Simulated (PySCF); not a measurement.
Compound: cyclopropyl isocyanate, C4H5NO.
Geometry (PBE0-D3(BJ)/def2-SVP, Å), atoms numbered from 1 in this order:
```xyz
11
C4H5NO angstrom
O      3.1466   -0.7977   -0.8480
C      2.2139   -0.5148   -0.1958
N      1.3260   -0.2292    0.5525
C     -0.0246    0.1021    0.7294
C     -0.7658    0.8997   -0.3053
C     -1.0970   -0.5498   -0.0962
H     -0.2678    0.3063    1.7758
H     -1.4680    1.6625    0.0406
H     -0.2150    1.1668   -1.2110
H     -0.7730   -1.2596   -0.8617
H     -2.0334   -0.8147    0.4013
```

Jobs on this species (11 atoms, 44 electrons) with PySCF (density fitting). Hardware of each: Arm Neoverse N1, one thread, no GPU, shared host. Other jobs ran on the host; a repeat could differ by tens of per cent or more. Peak memory is the resident size of the whole Python process, interpreter and libraries included.

```csv
level and settings,work,basis functions,SCF cycles,wall time,peak memory
HF/pcJ-1,"spin–spin couplings from 10 perturbed nuclei, spin–dipole term for 1 of them",212,?,?,?
PBE/pcJ-1,"spin–spin couplings from 10 perturbed nuclei, spin–dipole term for 1 of them",212,16,30 s,0.78 GiB
KT2/pcJ-1,"spin–spin couplings from 10 perturbed nuclei, spin–dipole term for 1 of them",212,17,32 s,0.78 GiB
B97-2/pcJ-1,"spin–spin couplings from 10 perturbed nuclei, spin–dipole term for 1 of them",212,14,32 s,0.91 GiB
PBE0/pcJ-1,"spin–spin couplings from 10 perturbed nuclei, spin–dipole term for 1 of them",212,14,32 s,0.91 GiB
"PBE0-D3(BJ)/def2-SVP, grid level 1",geometry optimisation from a GFN2-xTB start shaken at random,109,56,44 s,0.45 GiB
LDA/pcJ-1,"spin–spin couplings from 10 perturbed nuclei, spin–dipole term for 1 of them",212,15,22 s,0.69 GiB
```

Q: Fill in the missing figures.

A: 
- HF/pcJ-1; spin–spin couplings from 10 perturbed nuclei, spin–dipole term for 1 of them: 25 s, 0.85 GiB, 12 SCF cycles

Q: What do all jobs in the table cost together?

A: About 3.6 min; the longest takes about 20 % of that, and about 2 times as long as the shortest.
